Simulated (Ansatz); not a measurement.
# N4O2: the cost of one run

Program: Ansatz 0.2.0. Level of theory: the levels named in each step. These are calculated values, not measurements.

### Step 1. The starting structure

Bond lengths: N1–N2 1.106 Å, N2–O3 1.149 Å, N4–N5 1.105 Å, N5–O6 1.151 Å. Angles: N1–N2–O3 179.9°, N4–N5–O6 179.0°.

As a file:

```xyz
6

N     0.5876   -0.1979    0.6426
N     1.4017    0.0789    1.3382
O     2.2473    0.3651    2.0610
N    -1.8008   -1.2084   -1.2806
N    -1.4652   -0.1591   -1.3686
O    -1.1295    0.9362   -1.4758
```

### Step 2. A rough first relaxation, PBE-D4/def2-SVP

This run stands in another session on the same molecule. It ended at:

```xyz
6

N     0.6053   -0.4888    0.7838
N     1.4249    0.0555    1.3713
O     2.2742    0.6162    1.9815
N    -1.9381   -1.1910   -1.4267
N    -1.4932   -0.1358   -1.4067
O    -1.0320    0.9587   -1.3864
```

### Step 3. Relaxation, HF/STO-3G

The input, input.yaml:

```yaml
crystal:
  periodic: [false, false, false]
  atoms:
    - { symbol: "N", position_ang: [0.60528186, -0.48875813, 0.78378333] }
    - { symbol: "N", position_ang: [1.4248704, 0.05554736, 1.37126379] }
    - { symbol: O, position_ang: [2.27421518, 0.61616235, 1.98146639] }
    - { symbol: "N", position_ang: [-1.93813498, -1.19095789, -1.42667332] }
    - { symbol: "N", position_ang: [-1.49319707, -0.13580603, -1.40672978] }
    - { symbol: O, position_ang: [-1.03204538, 0.95869233, -1.38636042] }
basis:
  gaussian: { orbitals: STO-3G }
hamiltonian:
  xc: hf
relax:
  f_tol: 0.002
  max_steps: 150
```

On the command line:

```
$ ansatz run input.yaml --threads 2 --pin off --max-ram 5120MiB --backend cpu --events-out ev --progress --plain --runs-dir out
```

What time and memory should one allow on 2 threads of Arm Neoverse V1, shared host?

About 6.7 s, with a peak of 0.078 GiB.
